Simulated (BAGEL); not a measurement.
**BH3O2 (SMILES OBO): RI-MP2/def2-TZVP (density fitting with qzvpp-jkfit)**

Aim: the energy change on altering one bond length of BH3O2 at RI-MP2/def2-TZVP (density fitting with qzvpp-jkfit), from 2 runs. 

The results are computed with BAGEL 1.2.2.

12 further runs of the same task are left out: 12 set aside as unsound or not needed.

**1. The structure to begin with**

BH3O2 has 6 atoms, charge 0, and is taken as a singlet. As SMILES, `OBO`. Geometry: relaxed at PBE0-D4/def2-TZVP. This is one conformer, not always the lowest.

Bond lengths: O1–B2 1.356 Å, B2–O3 1.356 Å, O1–H4 0.958 Å, B2–H5 1.204 Å, O3–H6 0.958 Å. Angles: O1–B2–O3 116.8°, O1–B2–H5 121.6°, O3–B2–H5 121.6°, B2–O1–H4 112.7°, B2–O3–H6 112.7°.

**2. A single-point energy at RI-MP2/def2-TZVP (density fitting with qzvpp-jkfit)**

Contents of mp2.json:

```json
{ "bagel": [

{
  "title": "molecule",
  "basis": "def2-tzvp.json",
  "df_basis": "qzvpp-jkfit",
  "angstrom": true,
  "geometry": [
    { "atom": "O", "xyz": [      -1.176200,      -0.524500,      -0.251800 ] },
    { "atom": "B", "xyz": [       0.049500,       0.028100,      -0.072900 ] },
    { "atom": "O", "xyz": [       0.580600,      -0.053800,       1.172500 ] },
    { "atom": "H", "xyz": [      -1.494700,      -0.433500,      -1.150600 ] },
    { "atom": "H", "xyz": [       0.637800,       0.565600,      -0.976100 ] },
    { "atom": "H", "xyz": [       1.445200,       0.354100,       1.232800 ] }
  ]
},

{
  "title": "hf"
},

{
  "title": "mp2",
  "ncore": 3
}

]}
```

The basis set def2-TZVP is read from a file made from the Basis Set Exchange's data (not shown).

The run is started by

```console
$ BAGEL_NUM_THREADS=1 BAGEL mp2.json > mp2.out
```

What it wrote:

```text
* using 1 threads per process

  ===============================================================
  ===============================================================

  *** Geometry ***

  { "atom" : "O", "xyz" : [     -2.222696,     -0.991161,     -0.475833 ] },
  { "atom" : "B", "xyz" : [      0.093541,      0.053101,     -0.137761 ] },
  { "atom" : "O", "xyz" : [      1.097175,     -0.101667,      2.215704 ] },
  { "atom" : "H", "xyz" : [     -2.824574,     -0.819196,     -2.174319 ] },
  { "atom" : "H", "xyz" : [      1.205267,      1.068829,     -1.844562 ] },
  { "atom" : "H", "xyz" : [      2.731032,      0.669152,      2.329654 ] },

  Number of auxiliary basis functions:      283

  Since a DF basis is specified, we compute 2- and 3-index integrals:
    o Being stored without compression. Storage requirement is 0.028 GB

  Number of basis functions:      111
  Number of electrons      :       24

    * METHOD: MOLECULE                             0.12

  *** RHF ***

  === Nuclear Repulsion ===
    66.7052445314

      * DIIS with orbital gradients will be used.

  === RHF iteration (def2-tzvp.json) ===
      0       -176.00322232          0.03111293           0.03
      1       -176.19681959          0.02131652           0.03
      2       -176.33834403          0.00174817           0.03
      3       -176.33983950          0.00021083           0.03
      4       -176.33986496          0.00003844           0.03
      5       -176.33986594          0.00001083           0.03
      6       -176.33986603          0.00000313           0.03
      7       -176.33986604          0.00000066           0.03
      8       -176.33986604          0.00000027           0.03
      9       -176.33986604          0.00000009           0.03
     10       -176.33986604          0.00000003           0.03
     11       -176.33986604          0.00000001           0.03
    * SCF iteration converged.

    * Permanent dipole moment:
           (   -0.506674,    -0.462862,     0.778076) a.u.

    * METHOD: HF                                   0.44

  *** RHF ***

  === Nuclear Repulsion ===
    66.7052445314

      * DIIS with orbital gradients will be used.

  === RHF iteration (def2-tzvp.json) ===
      0       -176.33986604          0.00000000           0.03
    * SCF iteration converged.

    * Permanent dipole moment:
           (   -0.506674,    -0.462862,     0.778076) a.u.

  === DF-MP2 calculation ===

    * freezing 3 orbitals
    * 3-index integral transformation done
    * assembly done

      MP2 correlation energy:   -0.5743824541      0.03

      MP2 total energy:       -176.9142484909

    * METHOD: MP2                                  0.09

  ===============================================================
```

Wall time 1.6 s (1 thread of Intel Xeon Platinum 8488C (Sapphire Rapids), shared host); peak memory 0.087 GiB.

**3. The distorted shape**

Contents of mp2.json:

```json
{ "bagel" : [

{
  "title" : "molecule",
  "basis" : "def2-tzvp.json",
  "df_basis" : "qzvpp-jkfit",
  "angstrom" : "true",
  "geometry" : [
    { "atom" : "O", "xyz" : [      -1.543939,      -0.690293,      -0.305474 ] },
    { "atom" : "B", "xyz" : [       0.049500,       0.028100,      -0.072900 ] },
    { "atom" : "O", "xyz" : [       0.580600,      -0.053800,       1.172500 ] },
    { "atom" : "H", "xyz" : [      -1.862439,      -0.599293,      -1.204274 ] },
    { "atom" : "H", "xyz" : [       0.637800,       0.565600,      -0.976100 ] },
    { "atom" : "H", "xyz" : [       1.445200,       0.354100,       1.232800 ] }
  ]
},

{
  "title" : "hf"
},

{
  "title" : "mp2",
  "ncore" : 3
}

]}
```

The basis set def2-TZVP is read from a file made from the Basis Set Exchange's data (not shown).

The run is started by

```console
$ BAGEL_NUM_THREADS=1 BAGEL mp2.json > mp2.out
```

What it wrote:

```text
* using 1 threads per process

  ===============================================================
  ===============================================================

  *** Geometry ***

  { "atom" : "O", "xyz" : [     -2.917622,     -1.304465,     -0.577262 ] },
  { "atom" : "B", "xyz" : [      0.093541,      0.053101,     -0.137761 ] },
  { "atom" : "O", "xyz" : [      1.097175,     -0.101667,      2.215704 ] },
  { "atom" : "H", "xyz" : [     -3.519500,     -1.132500,     -2.275748 ] },
  { "atom" : "H", "xyz" : [      1.205267,      1.068829,     -1.844562 ] },
  { "atom" : "H", "xyz" : [      2.731032,      0.669152,      2.329654 ] },

  Number of auxiliary basis functions:      283

  Since a DF basis is specified, we compute 2- and 3-index integrals:
    o Being stored without compression. Storage requirement is 0.028 GB

  Number of basis functions:      111
  Number of electrons      :       24

    * METHOD: MOLECULE                             0.12

  *** RHF ***

  === Nuclear Repulsion ===
    60.3509635778

      * DIIS with orbital gradients will be used.

  === RHF iteration (def2-tzvp.json) ===
      0       -175.85285914          0.03317019           0.03
      1       -176.02531759          0.02636092           0.03
      2       -176.26401759          0.00239732           0.03
      3       -176.26667462          0.00124076           0.04
      4       -176.26727514          0.00021135           0.03
      5       -176.26731824          0.00006654           0.03
      6       -176.26732390          0.00002892           0.03
      7       -176.26732508          0.00000725           0.03
      8       -176.26732516          0.00000227           0.03
      9       -176.26732517          0.00000101           0.03
     10       -176.26732517          0.00000031           0.03
     11       -176.26732517          0.00000010           0.03
     12       -176.26732517          0.00000005           0.03
     13       -176.26732517          0.00000001           0.03
     14       -176.26732517          0.00000001           0.03
    * SCF iteration converged.

    * Permanent dipole moment:
           (   -1.211509,    -0.754412,     0.579891) a.u.

    * METHOD: HF                                   0.54

  *** RHF ***

  === Nuclear Repulsion ===
    60.3509635778

      * DIIS with orbital gradients will be used.

  === RHF iteration (def2-tzvp.json) ===
      0       -176.26732517          0.00000000           0.03
    * SCF iteration converged.

    * Permanent dipole moment:
           (   -1.211508,    -0.754412,     0.579891) a.u.

  === DF-MP2 calculation ===

    * freezing 3 orbitals
    * 3-index integral transformation done
    * assembly done

      MP2 correlation energy:   -0.5839763742      0.03

      MP2 total energy:       -176.8513015421

    * METHOD: MP2                                  0.09

  ===============================================================
```

It took 1.6 s on 1 thread of Intel Xeon Platinum 8488C (Sapphire Rapids), shared host; peak memory 0.086 GiB.

**4. Results**

At RI-MP2/def2-TZVP (density fitting with qzvpp-jkfit), 3 core orbitals frozen:

| quantity | value |
| --- | --- |
| first shape: total energy | -176.91425 Eh |
| first shape: correlation energy (3 core orbitals frozen) | -574.4 mEh |
| distorted shape: total energy | -176.85130 Eh |
| distorted shape: correlation energy (3 core orbitals frozen) | -584.0 mEh |
| energy change with the O1–B2 bond stretched from 1.356 to 1.763 Å | 1.713 eV |

**Reading.** With the O1–B2 bond stretched from 1.356 to 1.763 Å the energy rises by 1.71 eV (165 kJ/mol). The first shape isn't relaxed at this level, so the change isn't measured from a minimum.
